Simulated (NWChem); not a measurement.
System: propyne (C₃H₄); SMILES CC#C

Input file for NWChem:

```
start job
memory heap 200 mb stack 900 mb global 1100 mb
geometry units angstroms noautoz
  C     -0.000328    -1.232770    -0.001813
  C     -0.001502     0.220758     0.000005
  C     -0.002452     1.431562    -0.001731
  H     -0.754431    -1.627177    -0.700458
  H     -0.226679    -1.631468     0.999233
  H      0.981209    -1.627193    -0.307400
  H     -0.005144     2.505555    -0.005438
end
basis spherical
  * library def2-svpd
end
dft
  xc b3lyp
  iterations 150
  mulliken
end
task dft energy
```

NWChem printed, in part:

```
             Northwest Computational Chemistry Package (NWChem) 7.3.0
             --------------------------------------------------------

 C1  symmetry detected

                             Geometry "geometry" -> ""
                             -------------------------

 Output coordinates in angstroms (scale by  1.889725989 to convert to a.u.)

  No.       Tag          Charge          X              Y              Z
 ---- ---------------- ---------- -------------- -------------- --------------
    1 C                    6.0000    -0.00025031     1.23899849     0.00012196
    2 C                    6.0000     0.00141496    -0.21452987    -0.00079593
    3 C                    6.0000     0.00007216    -1.42533433     0.00020385
    4 H                    1.0000    -0.99432668     1.63269731    -0.26283519
    5 H                    1.0000     0.72369885     1.63755037    -0.72743696
    6 H                    1.0000     0.26714647     1.63427612     0.99240335
    7 H                    1.0000    -0.00393951    -2.49932950     0.00068953

 Effective nuclear repulsion energy (a.u.)      58.5541171094

                                 NWChem DFT Module
                                 -----------------

 Summary of "ao basis" -> "ao basis" (spherical)
 ------------------------------------------------------------------------------
       Tag                 Description            Shells   Functions and Types
 ---------------- ------------------------------  ------  ---------------------
 C                         def2-svpd                 8       20   4s2p2d
 H                         def2-svpd                 4        8   2s2p

            General Information
            -------------------
          SCF calculation type: DFT
          Wavefunction type:  closed shell.
          No. of atoms     :     7
          No. of electrons :    22
           Alpha electrons :    11
            Beta electrons :    11
          Charge           :     0
          Spin multiplicity:     1
          Use of symmetry is: off; symmetry adaption is: off
          Maximum number of iterations: 150
          AO basis - number of functions:    92
                     number of shells:    40
          Convergence on energy requested:  1.00D-06
          Convergence on density requested:  1.00D-05
          Convergence on gradient requested:  5.00D-04

              XC Information
              --------------
                         B3LYP Method XC Potential
                     Hartree-Fock (Exact) Exchange  0.200
                        Slater Exchange Functional  0.800 local
                    Becke 1988 Exchange Functional  0.720 non-local
              Lee-Yang-Parr Correlation Functional  0.810
                  VWN I RPA Correlation Functional  0.190 local

             Grid Information
             ----------------
          Grid used for XC integration:  medium
          Radial quadrature: Mura-Knowles
          Angular quadrature: Lebedev.
          Tag              B.-S. Rad. Rad. Pts. Rad. Cut. Ang. Pts.
          ---              ---------- --------- --------- ---------
          C                   0.70       49          11.0       434
          H                   0.35       45          12.0       434
          Grid pruning is: on
          Number of quadrature shells:   327
          Spatial weights used:  Erf1

      Superposition of Atomic Density Guess
      -------------------------------------

 Sum of atomic energies:        -114.87228288

      Non-variational initial energy
      ------------------------------

 Total energy =    -116.561426
 1-e energy   =    -268.101107
 2-e energy   =      92.985564
 HOMO         =      -0.334541
 LUMO         =       0.057698

     ---------------------------------------------
      Total Density - Mulliken Population Analysis
     ---------------------------------------------

    Atom       Charge   Shell Charges
 -----------   ------   -------------------------------------------------------
    1 C    6     5.86   1.99  0.97 -0.40  0.07  2.02  1.21  0.03 -0.02
    2 C    6     5.43   1.99  1.00  0.02 -0.13  1.90  0.54  0.04  0.06
    3 C    6     6.97   1.99  1.00  1.42  0.05  2.00  0.47  0.03  0.01
    4 H    1     0.92   0.67  0.15  0.02  0.08
    5 H    1     0.92   0.67  0.15  0.02  0.08
    6 H    1     0.92   0.67  0.15  0.02  0.08
    7 H    1     0.99   0.63  0.31  0.03  0.02

   convergence    iter        energy       DeltaE   RMS-Dens  Diis-err
 ---------------- ----- ----------------- --------- --------- ---------
 d= 0,ls=0.0,diis     1   -116.5437063170 -1.75D+02  2.96D-02  2.67D-01
 d= 0,ls=0.0,diis     2   -116.5674623363 -2.38D-02  5.15D-03  6.99D-02
 d= 0,ls=0.0,diis     3   -116.5646283546  2.83D-03  3.02D-03  9.42D-02
 d= 0,ls=0.0,diis     4   -116.5761875379 -1.16D-02  8.45D-04  5.69D-03
 d= 0,ls=0.0,diis     5   -116.5769057784 -7.18D-04  1.57D-04  5.92D-05
  Resetting Diis
 d= 0,ls=0.0,diis     6   -116.5769127035 -6.93D-06  1.88D-05  1.13D-06
 d= 0,ls=0.0,diis     7   -116.5769128268 -1.23D-07  1.30D-05  2.16D-07
 d= 0,ls=0.0,diis     8   -116.5769128262  6.36D-10  5.75D-06  2.25D-07

         Total DFT energy =     -116.576912826159
      One electron energy =     -271.033876946160
           Coulomb energy =      113.547445857206
    Exchange-Corr. energy =      -17.644598846598
 Nuclear repulsion energy =       58.554117109394

 Numeric. integr. density =       22.000000609325

                       DFT Final Molecular Orbital Analysis
                       ------------------------------------

 Vector    9  Occ=2.000000D+00  E=-4.359779D-01
              MO Center=  1.8D-01,  1.2D+00,  9.4D-02, r^2= 1.5D+00
   Bfn.  Coefficient  Atom+Function         Bfn.  Coefficient  Atom+Function
  ----- ------------  ---------------      ----- ------------  ---------------
     7      0.433268  1 C  pz                77      0.315660  6 H  s
    69     -0.277260  5 H  s                 27      0.160671  2 C  pz
    10      0.135791  1 C  pz                78      0.113196  6 H  s
    30      0.100189  2 C  pz                70     -0.099816  5 H  s
    47      0.070670  3 C  pz                 5     -0.064953  1 C  px

 Vector   10  Occ=2.000000D+00  E=-2.746733D-01
              MO Center=  2.4D-02, -6.6D-01, -2.0D-02, r^2= 1.9D+00
   Bfn.  Coefficient  Atom+Function         Bfn.  Coefficient  Atom+Function
  ----- ------------  ---------------      ----- ------------  ---------------
    47      0.320562  3 C  pz                27      0.298097  2 C  pz
    45     -0.290102  3 C  px                25     -0.269769  2 C  px
    69      0.154917  5 H  s                 30      0.144978  2 C  pz
    28     -0.131229  2 C  px                50      0.117779  3 C  pz
    48     -0.106573  3 C  px                 7     -0.091090  1 C  pz

 Vector   11  Occ=2.000000D+00  E=-2.746472D-01
              MO Center= -2.2D-02, -6.7D-01,  1.9D-02, r^2= 1.9D+00
   Bfn.  Coefficient  Atom+Function         Bfn.  Coefficient  Atom+Function
  ----- ------------  ---------------      ----- ------------  ---------------
    45      0.320603  3 C  px                25      0.298065  2 C  px
    47      0.290122  3 C  pz                27      0.269728  2 C  pz
    28      0.144983  2 C  px                61      0.137896  4 H  s
    30      0.131173  2 C  pz                77     -0.130526  6 H  s
    48      0.117848  3 C  px                50      0.106658  3 C  pz

 Vector   12  Occ=0.000000D+00  E= 1.753795D-02
              MO Center= -4.0D-03,  1.1D+00,  2.8D-03, r^2= 8.3D+00
   Bfn.  Coefficient  Atom+Function         Bfn.  Coefficient  Atom+Function
  ----- ------------  ---------------      ----- ------------  ---------------
     4      2.965187  1 C  s                 43     -1.729117  3 C  s
    44      1.712951  3 C  s                 86     -1.426572  7 H  s
    70     -1.348139  5 H  s                 62     -1.335547  4 H  s
    78     -1.341011  6 H  s                  3      1.295921  1 C  s
    49     -0.849941  3 C  py                29     -0.767063  2 C  py

 Vector   13  Occ=0.000000D+00  E= 3.388159D-02
              MO Center=  9.2D-02, -5.3D-01, -2.1D-02, r^2= 4.0D+00
   Bfn.  Coefficient  Atom+Function         Bfn.  Coefficient  Atom+Function
  ----- ------------  ---------------      ----- ------------  ---------------
    27      0.363719  2 C  pz                30      0.343128  2 C  pz
    47     -0.324510  3 C  pz                92     -0.250338  7 H  pz
    25     -0.189202  2 C  px                70      0.184670  5 H  s
    37      0.179608  2 C  d -1              28     -0.178710  2 C  px
    50     -0.173072  3 C  pz                45      0.168830  3 C  px

 Vector   14  Occ=0.000000D+00  E= 3.390404D-02
              MO Center= -8.7D-02, -5.3D-01,  1.8D-02, r^2= 4.0D+00
   Bfn.  Coefficient  Atom+Function         Bfn.  Coefficient  Atom+Function
  ----- ------------  ---------------      ----- ------------  ---------------
    25      0.363784  2 C  px                28      0.343030  2 C  px
    45     -0.324405  3 C  px                90     -0.250604  7 H  px
    62      0.204395  4 H  s                 27      0.189240  2 C  pz
    36      0.179770  2 C  d -2              30      0.178230  2 C  pz
    48     -0.172686  3 C  px                47     -0.168731  3 C  pz

     ---------------------------------------------
      Total Density - Mulliken Population Analysis
     ---------------------------------------------

[...]
```

Level: B3LYP/def2-SVPD. All runs use the structure optimised with PBE0/def2-SVP.
